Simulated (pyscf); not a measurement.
**Elimination: H₃C–CH₂–O–B(OH)–OH -> H₃C–B(OH)–OH + formaldehyde (H₂C=O)**

Gas phase, singlet surface, charge 0. Bonds broken: B1–O2, C3–C4. Bonds formed: B1–C4. PySCF, gas phase, ωB97X-D3(BJ)/def2-SVP geometries.

Transition state (Å):

```xyz
13

B     -0.3937     0.1553     0.5548
O     -0.1301    -0.9646    -0.6903
C     -1.3825    -0.8212    -0.8345
C     -1.8762     0.9645     0.2053
O     -0.5624    -0.5563     1.7522
O      0.6299     1.1004     0.3584
H     -1.7909    -0.3995    -1.7712
H     -2.0785    -1.4426    -0.2412
H     -1.6971     1.5749     1.1096
H     -1.8460     1.6466    -0.6531
H     -2.8771     0.5343     0.3442
H      0.2902    -0.8419     2.0958
H      1.3892     0.6951    -0.0715
```

One imaginary mode, 568i cm⁻¹; descent along it reached the two sides named.

| bond | change | reactant side (Å) | saddle | product side |
|---|---|---|---|---|
| B1–O2 | breaks | 1.365 | 1.695 | 2.8 |
| C3–C4 | breaks | 1.521 | 2.124 | 3.5 |
| B1–C4 | forms | 3.2 | 1.725 | 1.577 |

Electronic energies relative to the reactant's lowest minimum found (kJ/mol):

```json
[
 {"level": "ωB97X-D3(BJ)/def2-TZVP", "barrier": "358.2", "reaction energy": "+195.7", "reverse barrier": "162.5"},
 {"level": "PBE/def2-TZVP", "barrier": "325.6", "reaction energy": "+179.2", "reverse barrier": "146.4"},
 {"level": "r²SCAN/def2-TZVP", "barrier": "337.7", "reaction energy": "+198.2", "reverse barrier": "139.5"},
 {"level": "B3LYP-D3(BJ)/def2-TZVP", "barrier": "356.3", "reaction energy": "+187.0", "reverse barrier": "169.3"},
 {"level": "PBE0-D3(BJ)/def2-TZVP", "barrier": "347.2", "reaction energy": "+203.5", "reverse barrier": "143.7"},
 {"level": "M06-2X/def2-TZVP", "barrier": "357.8", "reaction energy": "+212.0", "reverse barrier": "145.9"},
 {"level": "ωB97M-D3(BJ)/def2-TZVP", "barrier": "353.0", "reaction energy": "+191.9", "reverse barrier": "161.1"},
 {"level": "HF/def2-TZVP", "barrier": "415.9", "reaction energy": "+182.8", "reverse barrier": "233.1"}
]
```

With ωB97M-D3(BJ)/def2-TZVP energies and thermal terms (ideal gas, 1 atm, RRHO with modes under 100 cm⁻¹ raised to 100, one conformer, R ln 2 for chiral ones without a mode under 150 cm⁻¹), in kJ/mol:

```csv
T (K),ΔH‡,ΔG‡,ΔH,ΔG
298,338.2,338.9,+174.9,+121.7
600,339.6,339.0,+174.2,+67.9
900,339.5,338.6,+171.2,+15.3
1200,338.4,338.5,+167.4,-36.1
```

The products may also form a dative adduct at H₃C–B(OH)–OH; it and routes through it were not searched. The same reactants have a lower exit, to HO–B(OH)–OH + H₂C=CH₂ (barrier +301.6 kJ/mol at ωB97M-D3(BJ)/def2-TZVP, against +353.0 kJ/mol here). This is the saddle that the search found; another between the same sides may lie lower.
